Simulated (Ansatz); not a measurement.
**CH₃Al (triplet): from Hartree-Fock to the top rungs, cc-pVTZ**

Aim: climb from Hartree-Fock through coupled cluster for CH₃Al (triplet) at one geometry and basis, and see what each rung misses.

The runs use Ansatz 0.2.0, Gaussian basis; cc-pVTZ, core rule «outside noble gas», up to 6 orbitals frozen.

To be run: UHF; CCSD(T) on ROHF; CCSD(T) on UHF; BCCD(T) on ROHF; CCSDT(Q) on ROHF; CCSDT(Q) on UHF.

5 further runs of the same task are left out: 2 for a known fault of the program, 3 set aside as unsound or not needed.

### 1 What is computed

The geometry is a PBE0/def2-TZVP stationary point (not a proven minimum).

5 atoms, charge 0, spin multiplicity 3.

Atoms are counted from 1 here; the program's logs count them from 0.

Bond lengths: Al1–C2 1.889 Å, Al1–H3 1.584 Å, Al1–H4 1.584 Å, C2–H5 1.082 Å. Angles: C2–Al1–H3 119.2°, C2–Al1–H4 119.2°, H3–Al1–H4 121.5°, Al1–C2–H5 180.0°.

### 2 UHF

Input file in.yaml:

```yaml
crystal:
  periodic: [false, false, false]
  atoms:
    - {symbol: Al, position_ang: [0.000000, 0.000000, 0.574312]}
    - {symbol: C, position_ang: [0.000000, 0.000000, -1.315163]}
    - {symbol: H, position_ang: [0.000000, 1.382040, 1.347560]}
    - {symbol: H, position_ang: [0.000000, -1.382040, 1.347560]}
    - {symbol: H, position_ang: [0.000000, 0.000000, -2.397288]}
basis:
  gaussian: {orbitals: cc-pVTZ}
magnetization: {spin_polarized: true, initial_magnetization: 2}
hamiltonian: {xc: hf}
output: {orbitals: {seedname: orbitals}}
```

The run is started by

```sh
$ ansatz run in.yaml --threads 1 --pin off --events-out ev --progress --plain --max-ram 4096MiB --backend cpu
```

After this run come: CCSD(T) on ROHF; CCSD(T) on UHF; BCCD(T) on ROHF; CCSDT(Q) on ROHF; CCSDT(Q) on UHF.

Before running them: what should the planned runs give, taken together? Wanted: UCCSDT(Q) below the RHF energy; RMP2 from UCCSDT(Q); UMP2 from UCCSDT(Q); RCCSD from UCCSDT(Q); RCCSD(T) from UCCSDT(Q); UCCSD(T) from UCCSDT(Q); RCCSDT(Q) from UCCSDT(Q); T1 diagnostic.

**Answer**, as computed:

| quantity | value |
| --- | --- |
| UCCSDT(Q) below the RHF energy | -6.4894 eV |
| RMP2 from UCCSDT(Q) | +25.87 kcal/mol |
| UMP2 from UCCSDT(Q) | +26.30 kcal/mol |
| RCCSD from UCCSDT(Q) | +4.71 kcal/mol |
| RCCSD(T) from UCCSDT(Q) | +0.78 kcal/mol |
| UCCSD(T) from UCCSDT(Q) | +0.77 kcal/mol |
| RCCSDT(Q) from UCCSDT(Q) | +0.04 kcal/mol |
| levels within 1 kcal/mol (43 meV) | RCCSD(T), UCCSD(T), BCCD(T), RCCSDT, UCCSDT, RCCSDT(Q) |
| T1 diagnostic | 0.018 |

**Reading.** RCCSD(T) lands +0.78 kcal/mol from the yardstick (0.5 % of the correlation energy). These misses are within one basis, not against nature; the frozen cores of restricted and unrestricted runs differ, which can shift their rows.
